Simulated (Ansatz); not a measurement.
1T (CdI2-type) ZrSe2 was calculated with PBE (Ansatz, an electronic-structure program, plane waves, PAW).

Numerical settings: plane-wave cutoff 520 eV, 12×12×6 k mesh (along the axes of the cell as run), Fermi–Dirac smearing 0.01 eV, scalar-relativistic PAW data made under PBE.

Cell (measured lattice):

ZrSe2 is modelled in the trigonal space group P-3m1 (No. 164), the CdI2 type structure, Pearson symbol hP3. Conventional cell: a = b = 3.7700 Å, c = 6.1280 Å, α = β = 90.00°, γ = 120.00°. Zr on 1a is surrounded by 6 Se at 2.683 Å (octahedral). Se on 2d is coordinated by 3 Zr at 2.683 Å (trigonal pyramidal). (Neighbours: up to the widest gap in distance over summed covalent radii, below 1.35, at either atom; cation-cation and far metal-metal contacts left out.)

Problem. What does this level give for the band gap and smallest direct gap on the k points sampled?

Solution. 
- band gap = 0.24 eV
- smallest direct gap on the k points sampled = 1.02 eV

Measured, for comparison: band gap 1.18 eV (temperature not stated, not corrected to a static lattice, fundamental, indirect, our sources range from 0.90 to 1.20; as tabulated in Rybak et al. (2022), arXiv:2210.12074).

Note: cell and atoms aren't relaxed at this level (pressure 2.3 GPa).

Spin–orbit coupling is not included.

Static lattice: no zero-point or thermal effects.

The result took about 15 core-seconds (a rough figure).
